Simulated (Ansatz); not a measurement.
**BH (SMILES [BH]): the energy, rung by rung**

BH: 2 atoms, total charge 0, spin state singlet. As SMILES, `[BH]`. Geometry: the measured bond length.

| atom | x (Å) | y (Å) | z (Å) |
| --- | --- | --- | --- |
| B | 0.0000 | 0.0000 | 0.0000 |
| H | 0.0000 | 0.0000 | 1.2324 |

Quantity: the energy change with the B1–H2 bond stretched from 1.232 to 1.540 Å, in eV. The values are calculated.

```csv
level,kind,program,value (eV),less FCI/def2-TZVP
HF/def2-TZVP (restricted),Hartree–Fock,Ansatz,0.66,+0.12
SVWN5/def2-TZVP (restricted),LDA,Ansatz,0.43,-0.11
PBE/def2-TZVP (restricted),GGA,Ansatz,0.45,-0.09
r2SCAN/def2-TZVP (restricted),meta-GGA,Ansatz,0.50,-0.04
B3LYP/def2-TZVP (restricted),global hybrid,Ansatz,0.55,+0.01
CAM-B3LYP/def2-TZVP (restricted),range-separated hybrid,Ansatz,0.58,+0.04
B2PLYP/def2-TZVP (restricted),double hybrid,Ansatz,0.58,+0.04
CCSD(T)/def2-TZVP (restricted),coupled cluster or CI,Ansatz,0.54,0.00
FCI/3-21G,exact in the basis,Ansatz,0.39,-0.15
FCI/def2-TZVP,exact in the basis,Ansatz,0.54,0.00
```

FCI/def2-TZVP is exact within its basis and frozen core, so for wave-function methods in that basis the difference is their error; functionals converge differently with the basis, so for them it is only a difference. The first shape isn't each level's own minimum. The values span 0.39 to 0.66 eV. High-level rows in very small sets aren't better than simpler rows in larger ones.
